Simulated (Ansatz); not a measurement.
## Te (model structure, started from the omega type, P6/mmm, No. 191, 3 atoms in the cell)

Level of theory: PBEsol in Ansatz (PAW).

Settings: plane-wave cutoff 500 eV, 12×12×12 k mesh, Fermi–Dirac smearing 0.05 eV, scalar-relativistic PAW data made under PBE.

Cell (relaxed at this level):

```cif
data_Te3
_chemical_formula_sum 'Te3'
_space_group_name_H-M_alt 'P 1'
_space_group_IT_number 1
_cell_length_a 5.56925
_cell_length_b 5.56925
_cell_length_c 3.08581
_cell_angle_alpha 90.000
_cell_angle_beta 90.000
_cell_angle_gamma 120.000
loop_
_space_group_symop_operation_xyz
  'x, y, z'
loop_
_atom_site_label
_atom_site_type_symbol
_atom_site_fract_x
_atom_site_fract_y
_atom_site_fract_z
_atom_site_occupancy
Te1 Te 0.00000 0.00000 0.00000 1
Te2 Te 0.33333 0.66667 0.50000 1
Te3 Te 0.66667 0.33333 0.50000 1
```

```yaml
band_gap: none
```

Note: the relaxation could raise the start's symmetry but not lower it, so the cell can be a saddle point.

Spin–orbit coupling is not included.

Static lattice: no zero-point or thermal effects.

A model structure was made by putting elements into a prototype or built by hand; it is no filed structure, need not be a known phase, and can be a saddle point held by its symmetry.

Ansatz is an electronic-structure program.
